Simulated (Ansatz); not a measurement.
`BBN` and `NBCl` differ in one atom or group.

Ansatz, PBE0-D4/def2-TZVP geometries, multiplicity 1. Each molecule was computed in one conformer, which needn't be the lowest.

```
                                          property  `BBN`
               HOMO–LUMO gap (PBE/def2-TZVPP) / eV   3.99
              HOMO–LUMO gap (PBE0/def2-TZVPP) / eV   6.33
size of the dipole moment (ωB97M-V/def2-TZVPP) / D   2.05
                HOMO energy (PBE0/def2-TZVPP) / eV  -7.88
           HOMO–LUMO gap (ωB97M-V/def2-TZVPP) / eV  10.49
    size of the dipole moment (PBE/def2-TZVPP) / D   2.13
```

(1) What does the change do to each property? (Estimate.)

## Answers

(1) Ansatz gave: 
| property | `NBCl` | shift |
| --- | --- | --- |
| HOMO–LUMO gap (PBE/def2-TZVPP) / eV | 6.27 | 2.28 |
| HOMO–LUMO gap (PBE0/def2-TZVPP) / eV | 8.62 | 2.29 |
| size of the dipole moment (ωB97M-V/def2-TZVPP) / D | 2.66 | 0.61 |
| HOMO energy (PBE0/def2-TZVPP) / eV | -8.42 | -0.54 |
| HOMO–LUMO gap (ωB97M-V/def2-TZVPP) / eV | 12.88 | 2.39 |
| size of the dipole moment (PBE/def2-TZVPP) / D | 2.67 | 0.54 |

With PBE0 the HOMO falls by 0.54 eV and the LUMO rises by 1.76 eV, so the gap widens by about 2.30 eV. PBE moves the HOMO by -0.50 eV and ωB97M-V by -0.55 eV. The zero-point energy changes by -47.7 kJ/mol with -6 modes. Dipoles are sizes alone; their direction can turn.
